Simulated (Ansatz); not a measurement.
Relaxation of BClH4 (6 atoms, charge 0, multiplicity 1), to a largest force component of 0.03 eV/Å in at most 50 steps.

Computed with RKS PBE/def2-SVP (Ansatz).

```xyz
6
Properties=species:S:1:pos:R:3
B -0.005 0.217 0.176
Cl -0.015 0.711 1.930
H 1.070 0.161 -0.377
H -1.076 0.097 -0.373
H 0.108 -2.153 0.467
H 0.037 -1.704 1.032
```

Task: Where does it end, and by what steps?

Result: The run converged. After 7 steps the energy has fallen by 0.155 eV; H6 moved furthest, 0.66 Å.

| step | energy less start (eV) | largest force component (eV/Å) | accepted |
| --- | --- | --- | --- |
| 0 | 0.0000 | 1.459 | yes |
| 1 | -0.0923 | 0.837 | yes |
| 2 | -0.1052 | 0.796 | yes |
| 3 | -0.1174 | 0.801 | yes |
| 4 | -0.1344 | 0.762 | yes |
| 5 | -0.1417 | 0.673 | yes |
| 6 | -0.1541 | 0.089 | yes |
| 7 | -0.1546 | 0.010 | yes |

```xyz
6
Properties=species:S:1:pos:R:3
B -0.012 0.503 0.189
Cl -0.031 1.103 1.832
H 1.062 0.352 -0.350
H -1.075 0.277 -0.348
H 0.106 -2.552 0.396
H 0.068 -2.354 1.138
```

Run time: 7.1 s on 1 thread of Arm Neoverse V2, on a shared host, peak memory 0.1 GiB.
